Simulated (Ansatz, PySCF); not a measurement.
Molecule: CH₃O, net charge 0, doublet state. It need not be the lowest isomer of its formula. 
Structure (B3LYP-D3(BJ)/def2-TZVP (Ansatz, an electronic-structure program) minimum search):
```xyz
5

C      0.6856     0.0200    -0.0430
O     -0.6711    -0.1179     0.0029
H     -1.0910     0.7448    -0.0816
H      1.1252     0.9802     0.1938
H      1.2214    -0.9012     0.1227
```
Charge 0, spin multiplicity 2.

Wanted: atomisation energy (electronic, to ground-state atoms); the coupled-cluster value holds the core correlation from cc-pwCVTZ, in eV. Cores are frozen in the correlated levels unless marked. UHF or UKS for open shells. Spin-orbit coupling is left out. Non-relativistic. CBS marks a two-point X^-3 extrapolation of the correlation energy; Hartree-Fock from the larger set.

Level to compare with: CCSD(T)/CBS(cc-pVTZ,cc-pVQZ) plus the core term (Ansatz), 17.78 eV. It is a level with limits of its own, and the differences hold the functionals' basis error too.

### Question
Rank these functionals by how close they come to CCSD(T)/CBS(cc-pVTZ,cc-pVQZ), closest first: M06-L/def2-TZVPD (PySCF); PBE0/def2-TZVPD (Ansatz); wB97X/def2-TZVPD (Ansatz).

### Answer
PBE0/def2-TZVPD (global hybrid, 17.77 eV, difference -0.01), wB97X/def2-TZVPD (range-separated hybrid, 17.70 eV, difference -0.08), M06-L/def2-TZVPD (meta-GGA, 17.47 eV, difference -0.31)
